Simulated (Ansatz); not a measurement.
**SiH₂O: basis-set convergence**

The task here is to estimate one member of a computed series from the others.

Program: Ansatz 0.2.0, Gaussian basis. Level of theory: one geometry, several basis sets. These are calculated values, not measurements.

Levels to be run: PBE0-D4/def2-SVP; ωB97M-V/def2-SVP; PBE0-D4/def2-QZVPP; ωB97M-V/def2-QZVPP; CCSD(T)/cc-pV(D+d)Z; CCSD(T)/cc-pV(T+d)Z; CCSD(T)/cc-pV(Q+d)Z; the functionals' def2-TZVPP values are taken from earlier runs.

### The geometry

All runs share one geometry, relaxed beforehand with PBE0-D4 in a triple-zeta def2 set.

SMILES `O=[SiH2]`, 4 atoms, charge 0, spin multiplicity 1.

Atoms are counted from 1 here; the program's logs count them from 0.

Bond lengths: O1–Si2 1.516 Å, Si2–H3 1.486 Å, Si2–H4 1.486 Å. Angles: O1–Si2–H3 124.0°, O1–Si2–H4 124.0°, H3–Si2–H4 111.9°.

Set-up of the first run:

File in.yaml:

```yaml
crystal:
  periodic: [false, false, false]
  atoms:
    - {symbol: O, position_ang: [-0.283156, 0.413530, 1.469530]}
    - {symbol: Si, position_ang: [-0.006739, 0.009821, 0.034925]}
    - {symbol: H, position_ang: [0.439857, -1.345997, -0.376196]}
    - {symbol: H, position_ang: [-0.149952, 0.922656, -1.128260]}
basis:
  gaussian: {orbitals: def2-SVP}
hamiltonian: {xc: pbe0, dispersion: d4}
output: {orbitals: {seedname: orbitals}}
```

Among the steps run: PBE0-D4 in def2-SVP; ωB97M-V in def2-SVP; PBE0-D4 in def2-QZVPP; ωB97M-V in def2-QZVPP.

One table of the session follows, with a row left open; its other results are not shown here.

```
functional       basis  HOMO (eV)  LUMO (eV)
   PBE0-D4    def2-SVP      -8.13      -1.91
   PBE0-D4  def2-TZVPP      -8.28      -2.22
   PBE0-D4  def2-QZVPP      -8.32      -2.29
   ωB97M-V    def2-SVP          ?          ?
   ωB97M-V  def2-TZVPP     -10.66      -0.23
   ωB97M-V  def2-QZVPP     -10.70      -0.39
```

Q: Estimate the row for ωB97M-V, def2-SVP from the others.

As computed: HOMO (eV): -10.44; LUMO (eV): 0.22. In the column «HOMO (eV)» it lies between ωB97M-V, def2-TZVPP (-10.66) and PBE0-D4, def2-QZVPP (-8.32).
